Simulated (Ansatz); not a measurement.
Species: C3H5, charge 0, multiplicity 2. It need not be the lowest isomer of its formula. 
Structure (B3LYP-D3(BJ)/def2-TZVP (Ansatz, a first-principles code) minimum search):
```
C
C 1 1.3043
H 2 1.0780 1 138.15
H 1 1.0957 2 118.15 3 0.00
C 1 1.5031 4 115.65 2 -180.00
H 5 1.0889 1 111.21 4 -180.00
H 5 1.0931 6 108.64 1 121.90
H 5 1.0931 6 108.64 7 116.19
```
Charge 0, spin multiplicity 2.

Basis-set convergence of Hartree-Fock and MP2 correlation energies (hartree) with Ansatz. Valence correlation only, unless marked. UHF or UKS for open shells. Spin-orbit coupling is left out. No relativistic terms.

The UHF reference is spin-contaminated (<S^2> 0.18 over the pure value in the largest basis). 

```json
[
 {"basis": "cc-pVDZ", "functions": "67", "E(HF)": "-116.43915", "E(corr, MP2)": "-0.37264"},
 {"basis": "cc-pVTZ", "functions": "160", "E(HF)": "(withheld)", "E(corr, MP2)": "(withheld)"}
]
```

Problem. Complete the blanks.

Solution. 
- cc-pVTZ, E(HF): -116.47158
- cc-pVTZ, E(corr, MP2): -0.45938
